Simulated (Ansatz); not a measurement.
Input file:

```yaml
crystal:
  periodic: [false, false, false]
  atoms:
    - {symbol: B, position_ang: [0.000000, 0.000000, 2.526344]}
    - {symbol: Al, position_ang: [0.000000, 0.000000, -2.060534]}
    - {symbol: H, position_ang: [0.000000, 0.000000, 5.369304]}
    - {symbol: H, position_ang: [0.000000, 0.000000, -5.835114]}
basis:
  gaussian: {orbitals: 6-31G}
magnetization: {spin_polarized: false, initial_magnetization: 2}
hamiltonian: {pseudopotentials: {relativity: none}}
correlation: {active_space: {ras: {orbitals: [9, 2, 15], electrons: 20, max_holes: 2, max_particles: 2}, fixed_orbitals: true}}
output: {forces: true}
```

```sh
$ ansatz run in.yaml --threads 1 --pin off --events-out ev --progress --plain --max-ram 2393MiB
```

The program prints:

```
329 factors; integrals over basis functions are off by at most 2.7e-4 eV
mean field evaluation 1: about -7268.1936 eV, gradient 1.2e1 eV
mean field evaluation 2: about -7268.1987 eV, gradient 1.2e1 eV
mean field evaluation 4: about -7268.0701 eV, gradient 1.0e1 eV
mean field evaluation 8: about -7270.4536 eV, gradient 1.2e1 eV
mean field evaluation 16: about -7273.5594 eV, gradient 5.3e-3 eV
mean field evaluation 32: about -7272.3439 eV, gradient 7.7e-5 eV
mean field evaluation 64: about -7271.7888 eV, gradient 1.1e-1 eV
mean field evaluation 96: about -7273.7453 eV, gradient 1.6e-1 eV
mean field evaluation 128: about -7273.3603 eV, gradient 2.3e-1 eV
mean field evaluation 160: about -7273.6759 eV, gradient 4.4e-1 eV
mean field evaluation 192: about -7270.8936 eV, gradient 9.3e0 eV
mean field evaluation 224: about -7273.7024 eV, gradient 1.4e0 eV
mean field evaluation 256: about -7273.5214 eV, gradient 2.4e-1 eV
mean field evaluation 288: about -7273.7466 eV, gradient 2.6e-6 eV
mean field -7273.74655601 eV, -267.3052556107 hartree, gradient 2.6e-6 eV, S^2 2.000000; 18 other end points of the search recorded, 0 dependent functions left out
reference -7273.74655601 eV, -267.3052556107 hartree; 11, 9 occupied and 15, 17 virtual orbitals, 329 factors
state -7277.10959052 eV, -267.4288448495 hartree
the calculation of the forces begins
Total energy: -7277.10959052 eV, -267.4288448495 hartree
Atom 0 at     0.000000     0.000000     2.526344 Å, force    -0.000000    -0.000000    -0.037483 eV/Å
Atom 1 at     0.000000     0.000000    -2.060534 Å, force     0.000000     0.000000    -0.810903 eV/Å
Atom 2 at     0.000000     0.000000     5.369304 Å, force     0.000000     0.000000     0.015778 eV/Å
Atom 3 at     0.000000     0.000000    -5.835114 Å, force     0.000000     0.000000     0.832607 eV/Å
Dipole moment:    -0.000000     0.000000     0.529506 e Å
```

Natural occupations: 2.0000 2.0000 1.9999 1.9998 1.9998 1.9998 1.9414 1.9310 1.7034 1.0001 0.9977 0.2980 0.0318 0.0313 0.0241 0.0241 0.0054 0.0047 0.0035 0.0031 0.0006 0.0001 0.0001 0.0001.

Forces (eV/Å):
```
B    0.000  0.000 -0.037
Al   0.000  0.000 -0.811
H    0.000  0.000  0.016
H    0.000  0.000  0.833
```

Ran on 1 thread of Arm Neoverse N1, shared host: 18 s wall, 0.19 GiB peak host memory.
